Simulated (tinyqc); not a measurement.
Worked calculation: LCCD on RHF in the sto-3g basis, for OH-, spin multiplicity 1. The basis has no diffuse functions, so it cannot describe the extra electron: this is an exercise in the method, not the real anion. One step of it, computed by the program tinyqc.

Problem. LCCD: starting amplitudes. t_ij^ab = <ij||ab> / (e_i + e_j - e_a - e_b), whose energy is MP2.

orbital energies (hartree): MO1 -19.542202, MO2 -0.597121, MO3 0.095132, MO4 0.161122, MO5 0.161122, MO6 0.906060

Two-electron integrals over orbitals (pq|rs), unique and non-zero (hartree):
```
(11|11) 4.748230    (21|11) -0.459681   (21|21) 0.069813    (22|11) 1.076454
(22|21) -0.019880   (22|22) 0.756885    (31|11) 0.113788    (31|21) -0.017469
(31|22) 0.005169    (31|31) 0.010249    (32|11) -0.154248   (32|21) 0.004876
(32|22) -0.071052   (32|31) 0.008476    (32|32) 0.095532    (33|11) 0.605467
(33|21) -0.004483   (33|22) 0.514984    (33|31) 0.000200    (33|32) 0.036012
(33|33) 0.610039    (41|41) 0.025919    (42|41) 0.035037    (42|42) 0.164237
(43|41) -0.007917   (43|42) -0.033109   (43|43) 0.021711    (44|11) 1.115362
(44|21) -0.013455   (44|22) 0.782661    (44|31) 0.003385    (44|32) -0.085984
(44|33) 0.496175    (44|44) 0.880159    (51|51) 0.025919    (52|51) 0.035037
(52|52) 0.164237    (53|51) -0.007917   (53|52) -0.033109   (53|53) 0.021711
(54|54) 0.047444    (55|11) 1.115362    (55|21) -0.013455   (55|22) 0.782661
(55|31) 0.003385    (55|32) -0.085984   (55|33) 0.496175    (55|44) 0.785270
(55|55) 0.880159    (61|11) -0.088300   (61|21) 0.013239    (61|22) -0.003721
(61|31) 0.007904    (61|32) 0.019002    (61|33) -0.002213   (61|44) -0.002572
(61|55) -0.002572   (61|61) 0.023940    (62|11) 0.112318    (62|21) -0.003831
(62|22) 0.057451    (62|31) 0.015258    (62|32) 0.063166    (62|33) 0.004616
(62|44) 0.063303    (62|55) 0.063303    (62|61) 0.025737    (62|62) 0.116744
(63|11) 0.317676    (63|21) -0.004830   (63|22) 0.178554    (63|31) -0.001797
(63|32) -0.091256   (63|33) -0.045257   (63|44) 0.189421    (63|55) 0.189421
(63|61) -0.007257   (63|62) 0.009391    (63|63) 0.187259    (64|41) 0.005962
(64|42) 0.024374    (64|43) 0.016564    (64|64) 0.038110    (65|51) 0.005962
(65|52) 0.024374    (65|53) 0.016564    (65|65) 0.038110    (66|11) 0.946944
(66|21) -0.011790   (66|22) 0.678770    (66|31) 0.008018    (66|32) -0.008117
(66|33) 0.579767    (66|44) 0.673730    (66|55) 0.673730    (66|61) 0.007332
(66|62) 0.068236    (66|63) 0.096849    (66|66) 0.702520
```

Give: Starting amplitudes; correlation energy.

Solution.

Starting amplitudes (spin orbitals 1a, 1b, ...; amplitudes related by a flip of all spins are not repeated):

| from | to | t |
|---|---|---|
| 3a 3b | 6a 6b | -0.1155 |
| 2a 2b | 6a 6b | -0.0388 |
| 4a 4b | 6a 6b | -0.0256 |
| 5a 5b | 6a 6b | -0.0256 |
| 2a 3b | 6a 6b | -0.0041 |
| 1a 2b | 6a 6b | -0.0012 |
| 1a 1b | 6a 6b | -0.0006 |
| 1a 3b | 6a 6b | 3.41e-04 |

correlation energy = -0.028259 hartree
